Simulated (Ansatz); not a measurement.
**BH5S (B(H2S)H3) at BCCD(T)/STO-3G**

What is the vertical electron affinity of BH5S (B(H2S)H3) at BCCD(T)/STO-3G? 

The results are computed with Ansatz 0.2.0.

43 further runs of the same task are left out: 43 set aside as unsound or not needed.

## (1) The structure to begin with

BH5S has 7 atoms, charge 0, and is taken as a singlet. SMILES: `[H]B([H])([H])<-S`. The shape is that of a GFN2-xTB optimisation.

Bond lengths: B1–S2 2.040 Å, S2–H3 1.336 Å, S2–H4 1.337 Å, B1–H5 1.181 Å, B1–H6 1.184 Å, B1–H7 1.181 Å. Angles: B1–S2–H3 98.0°, B1–S2–H4 98.0°, S2–B1–H5 102.5°, S2–B1–H6 103.4°, S2–B1–H7 102.5°, H3–S2–H4 92.0°, H5–B1–H6 115.4°, H5–B1–H7 114.9°, H6–B1–H7 115.4°.

## (2) A single-point energy at BCCD(T)/STO-3G

Input file molecule.yaml:

```yaml
crystal:
  periodic: [false, false, false]
  atoms:
    - {symbol: B, position_ang: [0.127630, -0.217240, -0.817090]}
    - {symbol: S, position_ang: [0.134050, -0.231310, 1.222430]}
    - {symbol: H, position_ang: [0.506250, 1.037510, 1.415020]}
    - {symbol: H, position_ang: [-1.154430, 0.067690, 1.414850]}
    - {symbol: H, position_ang: [1.280190, -0.216980, -1.075620]}
    - {symbol: H, position_ang: [-0.453000, 0.779570, -1.081760]}
    - {symbol: H, position_ang: [-0.440700, -1.219250, -1.077830]}
basis:
  gaussian:
    orbitals: STO-3G
accuracy: high
correlation:
  method: bccd_t
  frozen_orbitals: {B: 1, H: 0, S: 5}
scf:
  omitted_lower_state_checks: [cluster_reference, increment]
```

On the command line:

```console
$ ansatz run molecule.yaml --threads 1 --pin off --max-ram 2610MiB --events-out events.jsonl --progress --plain --runs-dir runs
```

Log, shortened:

```text
Warning: RAYON_NUM_THREADS=1 ignored (pool sized by the plan → 1); use --threads N
Functional definition: HF
  name "HF"
[...]
329 factors; integrals over basis functions are off by at most 8.7e-9 eV
[...]
mean field -11440.34286568 eV, -420.4248457708 hartree, gradient 6.2e-9 eV, S^2 0.000000; 0 other end points of the search recorded, 0 dependent functions left out
6 core orbitals not correlated: weight in the atoms' cores, before any rotation towards them, 1.000 or more for the frozen orbitals, at most 0.000 for the correlated occupied ones
reference -11440.34286568 eV, -420.4248457708 hartree; 7, 7 occupied and 6, 6 virtual orbitals, 329 factors
second order -2.00781740 eV of doubles, -0.00000000 eV of singles
cycle   1  -2.56908896 eV  change   -5.6e-1 eV  update   5.8e-2
[...]
cycle  16  -2.85993784 eV  change   3.8e-10 eV  update   1.6e-9
perturbative correction -0.01576466 eV, -0.0005793405 hartree
Total energy: -11443.21856817 eV, -420.5305258883 hartree
Checks for a lower state left out: cluster_reference, increment
```

Run time: 0.14 s. Hardware: 1 thread of Arm Neoverse V2, shared host.

## (3) The doublet anion

Input file job.yaml:

```yaml
crystal:
  periodic: [false, false, false]
  atoms:
    - {symbol: B, position_ang: [0.127630, -0.217240, -0.817090]}
    - {symbol: S, position_ang: [0.134050, -0.231310, 1.222430]}
    - {symbol: H, position_ang: [0.506250, 1.037510, 1.415020]}
    - {symbol: H, position_ang: [-1.154430, 0.067690, 1.414850]}
    - {symbol: H, position_ang: [1.280190, -0.216980, -1.075620]}
    - {symbol: H, position_ang: [-0.453000, 0.779570, -1.081760]}
    - {symbol: H, position_ang: [-0.440700, -1.219250, -1.077830]}
basis:
  gaussian:
    orbitals: STO-3G
total_charge: -1
magnetization:
  spin_polarized: true
  initial_magnetization: 1
correlation:
  method: bccd_t
  frozen_orbitals: {B: 1, H: 0, S: 5}
accuracy: high
scf:
  omitted_lower_state_checks: [cluster_reference, increment]
```

On the command line:

```console
$ ansatz run job.yaml --threads 1 --pin off --max-ram 2610MiB --events-out events.jsonl --progress --plain --runs-dir runs
```

Log, shortened:

```text
Warning: RAYON_NUM_THREADS=1 ignored (pool sized by the plan → 1); use --threads N
[... 2 set-up lines as earlier in the session ...]
[...]
329 factors; integrals over basis functions are off by at most 8.7e-9 eV
[...]
mean field -11430.88235997 eV, -420.0771785987 hartree, gradient 8.8e-8 eV, S^2 0.773101; 2 other end points of the search recorded, 0 dependent functions left out
6 core orbitals not correlated: weight in the atoms' cores, before any rotation towards them, 1.000 or more for the frozen orbitals, at most 0.000 for the correlated occupied ones
reference -11430.88235997 eV, -420.0771785987 hartree; 8, 7 occupied and 5, 6 virtual orbitals, 329 factors
second order -1.81004286 eV of doubles, -0.00000000 eV of singles
cycle   1  -2.34493544 eV  change   -5.3e-1 eV  update   6.3e-2
[...]
cycle  24  -2.67178282 eV  change  -9.0e-10 eV  update   1.4e-9
perturbative correction -0.02192499 eV, -0.0008057284 hartree
Total energy: -11433.57606779 eV, -420.1761705349 hartree
Checks for a lower state left out: cluster_reference, increment
```

Run time: 0.28 s. Hardware: 1 thread of Arm Neoverse V2, shared host.

## (4) Results

At BCCD(T)/STO-3G, 6 core orbitals frozen:

```
                                                  quantity          value
                                singlet BH5S: total energy  -420.53053 Eh
 singlet BH5S: correlation energy (6 core orbitals frozen)     -105.7 mEh
                              singlet BH5S: (T) correction      -0.58 mEh
                               doublet anion: total energy  -420.17617 Eh
doublet anion: correlation energy (6 core orbitals frozen)      -99.0 mEh
                             doublet anion: (T) correction      -0.81 mEh
          doublet anion: ⟨S²⟩ of the reference determinant          0.773
         vertical electron affinity (to the doublet anion)      -9.643 eV
```

The anion lies 9.64 eV (930 kJ/mol) above the neutral: the electron isn't bound at this level, and such a value depends on the basis. Without diffuse functions anions come out too high. In a minimal basis such a difference can be off by several eV, whatever the method. The triples (singlet BH5S) make up 0.5 % of the correlation energy. The triples (doublet anion) make up 0.8 % of the correlation energy.
